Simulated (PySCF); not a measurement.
Species: C5H11P.
Numbering: `[CH3:1][CH2:2][CH2:3][P:4]1[CH2:5][CH2:6]1`

NICS is the negative of the GIAO shielding at a point without a nucleus: at the ring centre (0) and 1 Å above and below it (1); zz is the component along the ring normal. Level: GIAO KT2/pcSseg-1 (PySCF, non-relativistic, gas phase) on the PBE0-D3(BJ)/def2-SVP geometry, one conformer.

Ring bond lengths (Å): P4–C5 1.852, C5–C6 1.495, C6–P4 1.855.

**Question.** What do the NICS probes read (ppm)?

**Answer.** 
```
    ring                                             type  NICS(0)  NICS(1), two faces  NICS(1)zz, two faces  rms pucker (Å)  centre to ring atoms, mean (Å)
P4–C5–C6  3-membered ring with P; formal bonds all single    -37.8         -9.2 / -9.6         -24.6 / -22.6            0.00                            1.00
```

**Question.** What can be read from them?

**Answer.** 
- P4–C5–C6: mean NICS(1)zz -23.6 ppm, shielded. C5, C6 have four or more neighbours, and the NICS criterion for π rings isn't applied. NICS(0) lies 28 ppm below the mean NICS(1).

**Question.** At the first NICS(1) probe listed for ring P4–C5–C6, 1 Å off the ring, how large is the induced field along the normal in 14.1 T applied along it?

**Answer.** NICSzz × B0 = -24.6 ppm × 14.1 T = -347 μT, against the applied field.

**Question.** Give the inner angles of the rings.

**Answer.** 
- P4–C5–C6: P4 47.6°, C5 66.3°, C6 66.1°; sum 180.0° against 180° for a flat convex ring.

**Question.** How shielded are the nuclei of the rings and their hydrogens (means over atoms taken as equivalent)?

**Answer.** 
| atoms | environment | σ isotropic (ppm) |
| --- | --- | --- |
| P4 | phosphine phosphorus | 594.3 |
| C5 (×2) | sp3 carbon bound to phosphorus | 173.2 |
| H on C5 (×4) | methylene hydrogen | 30.45 |

**Question.** How do the values depend on the level or the medium?

**Answer.** 
```csv
level,"NICS(0), P4–C5–C6","mean NICS(1)zz, P4–C5–C6"
"KT2/pcSseg-1, gas",-37.8,-23.6
"PBE0/pcSseg-1, gas",-38.7,-24.2
"PBE0/pcSseg-1, IEF-PCM methanol",-39.2,-24.4
```

The geometry is the same throughout; the continuum's cavity takes Bondi-type radii × 1.2.

On Arm Neoverse V1, one thread, shared host with 64 logical CPUs at a one-minute load of 22, this took 29 s and 0.68 GiB of memory at its peak. This is the whole shielding run at KT2/pcSseg-1, SCF included.

The values belong to the conformer `[CH3:1][CH2:2][CH2:3][P:4]1[CH2:5][CH2:6]1`: C1–C2–C3–P4 -67°, C2–C3–P4–C5 151°.
